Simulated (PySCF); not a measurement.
## fluoromethane and fluoride

A gas-phase complex of fluoromethane and fluoride; charge -1, singlet. The structure comes from a short search (a few tight-binding starts) and was relaxed by PBE0-D3(BJ)/def2-SVPD; another way of binding may lie lower. No frequency run checks that it is a minimum.

Parts: 1 = fluoromethane (CF), atoms 1–5; 2 = fluoride ([F-]), atoms 6, charge -1.

Coordinates in Å:
```
C1     -0.050    0.054   -0.058
F2      1.338   -0.098    0.138
H3     -0.512    0.105    0.942
H4     -0.404   -0.855   -0.571
H5     -0.304    0.974   -0.660
F6     -1.079    2.227   -1.511
```

```
contact  kind (by geometry)  distance (Å)  angle (°)
H5···F6   C–H hydrogen bond         1.701        166
```

Interaction energies are complex less parts, with the parts frozen as they stand in it; counterpoise-corrected, in kcal/mol (PySCF). The CCSD(T) estimate is Hartree-Fock/aug-cc-pVTZ, plus the MP2 correlation part extrapolated as X⁻³ from aug-cc-pVDZ and aug-cc-pVTZ, plus CCSD(T) less MP2 in aug-cc-pVDZ; noble-gas cores are frozen. It isn't the exact limit.

(1) How strongly do the parts interact, level by level?

(2) What holds them together? Decompose the MP2/aug-cc-pVTZ energy: frozen parts, their antisymmetrised product, then relaxation.

## Answers

(1) 
```json
{"level": "Hartree-Fock/aug-cc-pVTZ", "interaction": "-12.81", "superposition error removed": "-"}
{"level": "MP2/aug-cc-pVTZ", "interaction": "-13.93", "superposition error removed": "-0.78"}
{"level": "CCSD(T), estimated basis limit", "interaction": "-14.59", "superposition error removed": "-"}
```

(2) electrostatic -22.3, Pauli repulsion +23.9, orbital relaxation -14.5, correlation -1.8 kcal/mol, which sum to the value before the counterpoise correction, the first three by Hartree-Fock. Of the attraction, 58 % is electrostatic, 38 % is orbital relaxation, 5 % is correlation.
